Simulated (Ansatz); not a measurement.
# CH5BO: composite energy at a relaxed geometry

The task is a composite energy at a relaxed geometry, for CH5BO. SMILES: BCO.

Program: Ansatz 0.2.0 through its Python package. The levels of theory stand in the script. These are calculated values, not measurements.

## 1. The system

Bond lengths: B1–C2 1.535 Å, C2–O3 1.393 Å, B1–H4 1.192 Å, B1–H5 1.230 Å, C2–H6 1.117 Å, C2–H7 1.137 Å, O3–H8 0.939 Å. Angles: B1–C2–O3 107.8°, B1–C2–H6 111.1°, B1–C2–H7 109.1°, O3–C2–H6 112.0°, O3–C2–H7 109.5°, H6–C2–H7 107.3°, C2–B1–H4 121.5°, C2–B1–H5 120.8°, H4–B1–H5 117.5°, C2–O3–H8 108.1°.

The script holds or builds the structure itself.

## 2. The script

The input, composite_ch5bo.py:

```python
import itertools
import warnings

import ansatz as az
from ase.data import atomic_numbers, covalent_radii
import numpy as np

GEOMETRY = """
B    -0.57730    0.46980   -0.71580
C     0.45810    0.08610    0.35100
O     0.64320   -1.29310    0.28710
H    -0.36620    0.30470   -1.87690
H    -1.61830    1.04680   -0.40490
H     0.13050    0.41780    1.36630
H     1.44040    0.61180    0.12330
H    -0.01830   -1.70110    0.81420
"""

warnings.simplefilter("ignore", az.DeckWarning)

geometry = az.Crystal.molecule()
for line in GEOMETRY.strip().splitlines():
    symbol, *xyz = line.split()
    geometry = geometry.atom(symbol, [float(v) for v in xyz])

calc = (
    geometry.calculation()
    .basis(gaussian="def2-SVP")
    .functional("b3lyp")
)
symbols = [site.symbol for site in geometry.cartesian_sites]
start = np.array([site.position_ang for site in geometry.cartesian_sites], dtype=float)
rep = calc.relax(force_tolerance=0.01).run().report
end = np.array(rep["positions_ang"])
radius = [covalent_radii[atomic_numbers[s]] for s in symbols]
span = lambda where, i, j: np.linalg.norm(where[i] - where[j])
bonded = [(i, j) for i, j in itertools.combinations(range(len(symbols)), 2) if min(span(start, i, j), span(end, i, j)) < 1.2 * (radius[i] + radius[j])]
print("pair        before    after (A)")
for i, j in bonded:
    print(f"{symbols[i]}{i}-{symbols[j]}{j}".ljust(10), f"{span(start, i, j):8.4f} {span(end, i, j):8.4f}")
for first, second in list(itertools.combinations(bonded, 2)):
    shared = set(first) & set(second)
    if shared and symbols[(j := shared.pop())] != "H":
        i, k = sorted((set(first) | set(second)) - {j})
        u, v = end[i] - end[j], end[k] - end[j]
        angle = np.degrees(np.arccos(np.clip(u @ v / np.linalg.norm(u) / np.linalg.norm(v), -1, 1)))
        print(f"final angle {symbols[i]}{i}-{symbols[j]}{j}-{symbols[k]}{k}: {angle:.2f} deg")

minimum = az.Crystal.molecule()
for symbol, place in zip(symbols, end):
    minimum = minimum.atom(symbol, place.tolist())
at_minimum = minimum.calculation()
level = lambda method, basis: at_minimum.basis(gaussian=basis).correlation(method).run().report
small, large, cluster = level("mp2", "cc-pVDZ"), level("mp2", "cc-pVTZ"), level("ccsd_t", "cc-pVDZ")
corr = lambda each: (each["free_energy_ev"] - each["reference_energy_ev"]) / 27.211386246
mp2_limit = (27 * corr(large) - 8 * corr(small)) / 19
pieces = {"HF / cc-pVTZ": large["reference_energy_ev"] / 27.211386246, "MP2 correlation, DZ-TZ limit": mp2_limit, "CCSD(T) - MP2 / cc-pVDZ": corr(cluster) - corr(small)}
for name, value in pieces.items():
    print(f"{name:32s} {value:14.6f} Ha")
print(f"{'sum':32s} {sum(pieces.values()):14.6f} Ha")
print("T1 diagnostic", round(cluster["correlation"]["coupled_cluster"]["t1_diagnostic"], 4))
```

## 3. What the engine is handed

The engine receives this input (first run):

```yaml
crystal:
  periodic: [false, false, false]
  atoms:
    - { symbol: B, position_ang: [-0.5773, 0.4698, -0.7158] }
    - { symbol: C, position_ang: [0.4581, 0.0861, 0.351] }
    - { symbol: O, position_ang: [0.6432, -1.2931, 0.2871] }
    - { symbol: H, position_ang: [-0.3662, 0.3047, -1.8769] }
    - { symbol: H, position_ang: [-1.6183, 1.0468, -0.4049] }
    - { symbol: H, position_ang: [0.1305, 0.4178, 1.3663] }
    - { symbol: H, position_ang: [1.4404, 0.6118, 0.1233] }
    - { symbol: H, position_ang: [-0.0183, -1.7011, 0.8142] }
basis:
  gaussian:
    orbitals: def2-SVP
hamiltonian:
  xc: b3lyp
relax:
  f_tol: 0.01
```

## 4. The run

Launch:

```bash
python composite_ch5bo.py
```

**Question.** What results will this script give? Wanted: T1 diagnostic; composite energy.

The runs gave:

```
        quantity           value
   T1 diagnostic          0.0098
composite energy  -140.953801 Ha
   runs compared               3
```

What this shows: All 3 runs converged (11 to 17 cycles). A T1 diagnostic under about 0.02 supports a single-reference treatment, as here. Run 0: The relaxation took 18 moves; the largest shift is 1.078 Å, of atom 4 (H). So large a move can change the bonding: the results belong to the relaxed structure. Reading the output:
- The sum leaves out core correlation, relativity, the Hartree-Fock basis error and zero-point energy; a DZ-TZ extrapolation is rough.
- b3lyp holds the VWN-RPA fit, as in Gaussian; the form of ORCA and Turbomole is b3lyp5.
- Inner cores stay frozen, so this is valence correlation.
